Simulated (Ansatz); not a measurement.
# Worked example: correlation energy of SiC, quintet

Geometry: that of the SiC, triplet, kept fixed. The singlet lies 1.8 eV lower here.

```yaml
atoms:
  - { symbol: Si, position_ang: [0.0000, 0.0000, 0.0000] }
  - { symbol: C, position_ang: [0.0000, 0.0000, 1.7100] }
```

Basis cc-pVDZ; Ansatz 0.2.0. Correlated methods freeze the noble-gas cores, which leaves 8 electrons in 26 orbitals. R marks a restricted (for open shells ROHF) determinant, U an unrestricted one.

Full CI is exact within this basis and frozen core; it isn't the basis-set limit. The frozen core follows each run's orbitals, which can shift R against U totals by a few meV.

Runs differ by some tens of microhartree through their thresholds and, for an open shell, their frozen cores, so steps under 0.1 kcal/mol mean nothing.

```tsv
level	total energy (hartree)
UHF	-326.569487
UMP2	-326.681782
UCCSD	-326.717353
UCCSD(T)	-326.722184
UCCSDT	-326.723677
UCCSDT(Q)	-326.723995
UCCSDTQ	-326.724020
full CI	-326.723974
```

**Question.** What is the correlation energy at full CI, and what share of it do UMP2 and UCCSD(T) recover?

**Answer.** E(corr) = -326.723974 − (-326.569487) = -0.154487 hartree = -4.204 eV. UMP2: -0.112295 / -0.154487 = 72.69 %. UCCSD(T): -0.152697 / -0.154487 = 98.84 %.

**Question.** By how many kcal/mol does UCCSD(T) miss full CI (1 hartree = 627.509 kcal/mol), and which steps make up the rest?

**Answer.** -326.722184 − (-326.723974) = 0.001790 hartree = 1.12 kcal/mol. Steps: UCCSDT − UCCSD(T) = -0.94, UCCSDT(Q) − UCCSDT = -0.20, UCCSDTQ − UCCSDT(Q) = -0.02, full CI − UCCSDTQ = 0.03 kcal/mol. Differences between like states or geometries often cancel part of this.
